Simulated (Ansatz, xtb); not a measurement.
Relative energy of two isomers of C3H2ClN

Structure X is `C=C(Cl)C#N`, a singlet and structure Y is `N#C/C=C\Cl`, a singlet. Both are isolated molecules in the gas phase, relaxed with PBE0-D3(BJ)/def2-SVP.

X (Å):

```xyz
7

C    -0.8623    0.9939   -2.4645
C    -0.3179    0.4518   -1.3703
C    -0.2720    1.1247   -0.1074
Cl    0.3911   -1.1262   -1.3657
N    -0.2334    1.6670    0.9160
H    -0.8768    0.4468   -3.4084
H    -1.2980    1.9934   -2.4184
```

Y (Å):

```xyz
7

C    -1.6704    1.4796   -1.0359
C    -0.3162    1.0458   -0.9847
C     0.2545    0.2386   -1.8915
Cl   -0.5507   -0.3985   -3.2525
N    -2.7689    1.8510   -1.0485
H     0.2910    1.3997   -0.1467
H     1.3006   -0.0632   -1.8026
```

Quicker runs give these differences E(Y) − E(X): GFN2-xTB −1.0 kcal/mol; HF/STO-3G −0.8 kcal/mol (at GFN2-xTB geometries); r2SCAN-D4/def2-SVP −3.8 kcal/mol (at GFN2-xTB geometries).

**Question.** Estimate E(Y) − E(X) at the level CCSD(T)/def2-SVP + ΔMP2/def2-TZVPP.

**Answer.** Calculated at CCSD(T)/def2-SVP + ΔMP2/def2-TZVPP: E(Y) − E(X) = −2.8 kcal/mol, so structure Y lies lower.

Level by level:

| level | geometry | E(Y) − E(X) (kcal/mol) | departure from the last row (kcal/mol) | job, with rough time for the two |
| --- | --- | --- | --- | --- |
| GFN2-xTB | GFN2-xTB | −1.0 | +1.7 | optimisation, 0.1 s |
| HF/STO-3G | GFN2-xTB | −0.8 | +1.9 | single point, 0.24 s |
| r2SCAN-D4/def2-SVP | GFN2-xTB | −3.8 | −1.0 | single point, 1.8 s |
| PBE0-D3(BJ)/def2-SVP | PBE0-D3(BJ)/def2-SVP | −3.7 | −1.0 | optimisation, 16 s |
| HF/def2-SVP | PBE0-D3(BJ)/def2-SVP | −3.2 | −0.5 | part of the CCSD(T) run |
| MP2/def2-SVP | PBE0-D3(BJ)/def2-SVP | −2.7 | +0.1 | part of the CCSD(T) run |
| CCSD(T)/def2-SVP | PBE0-D3(BJ)/def2-SVP | −2.3 | +0.5 | single point |
| CCSD(T)/def2-SVP + ΔMP2/def2-TZVPP | PBE0-D3(BJ)/def2-SVP | −2.8 |  | single point, 11 s |

As drawn, both hold the same kinds of bond in the same numbers.

The levels shown agree on the order. The largest departure from CCSD(T)/def2-SVP + ΔMP2/def2-TZVPP is that of HF/STO-3G, 1.9 kcal/mol. The last row adds to CCSD(T) the change of the MP2 difference between the two basis sets, here −0.5 kcal/mol.

With harmonic frequencies from PBE0-D3(BJ)/def2-SVP (ideal gas, rigid rotor, one conformer each, 298.15 K, 1 atm): on the last row, ΔE + ΔZPE = −2.5, ΔH = −2.5, ΔG = −2.6 kcal/mol.

The correlated steps freeze 9 core orbitals. Codes used: Ansatz 0.2.0, xtb 6.7.1; the last row on 2 threads of Intel(R) Xeon(R) Platinum 8488C (Sapphire Rapids) on a shared host.
